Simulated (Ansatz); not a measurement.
**Structure relaxation of Si3O2**

These are results of DFT PBE, scalar-relativistic, plane waves, PAW (Ansatz 0.2.0), not measurements. Cutoff 420 eV, Γ-centred k mesh, Gaussian smearing, no spin polarisation in the final step.

Si3O2 was placed on the anti-corundum structure type (R-3c, No. 167), with O in place of Al, Si in place of O, at a guessed volume.

```
CELL_PARAMETERS angstrom
2.68236 1.54866 4.88230
-2.68236 1.54866 4.88230
0.00000 -3.09732 4.88230
ATOMIC_POSITIONS crystal
Si 0.05625 0.44375 0.75000
Si 0.75000 0.05625 0.44375
Si 0.44375 0.75000 0.05625
Si 0.94375 0.55625 0.25000
Si 0.25000 0.94375 0.55625
Si 0.55625 0.25000 0.94375
O 0.85218 0.85218 0.85218
O 0.64782 0.64782 0.64782
O 0.14782 0.14782 0.14782
O 0.35218 0.35218 0.35218
```

Cell and atoms relax at zero pressure; the relaxation can't lower the symmetry of the start. After a coarse first stage the cell is made exact in the group found at 0.06 Å.

Formation energies are uncorrected and refer to the elements' standard structures at the same level (O₂ as a molecule).

(1) Which crystal results?

(2) What are its volume, energy, density and gap?

## Answers

(1) It ends in R-3m (No. 166). Conventional cell: a = 6.175 Å, c = 5.505 Å. Around Si lie 2 O at 1.86 Å; O has 3 Si at 1.86 Å.

Space group R-3m:H (No. 166). a = 6.175 Å, b = 6.175 Å, c = 5.505 Å, α = 90.00°, β = 90.00°, γ = 120.00°
```tsv
atom	site	symmetry	x	y	z
Si	9d	.2/m	0.8333	0.1667	0.1667
O	6c	3m	0.0000	0.0000	0.7379
```

(2) The volume per atom is 12.12 Å³ and the density is 3.19 g/cm³. The energy over the elements is -0.78 eV/atom and the gap on the 12×12×12 mesh is 0 eV (a metal).

The final run used a 12×12×12 mesh on its 5-atom cell and 0.10 eV smearing. The k mesh leaves about 4 meV/atom of noise in metals. A structure relaxed within its symmetry needn't be a true minimum. The steps took about 4 core-minutes in all.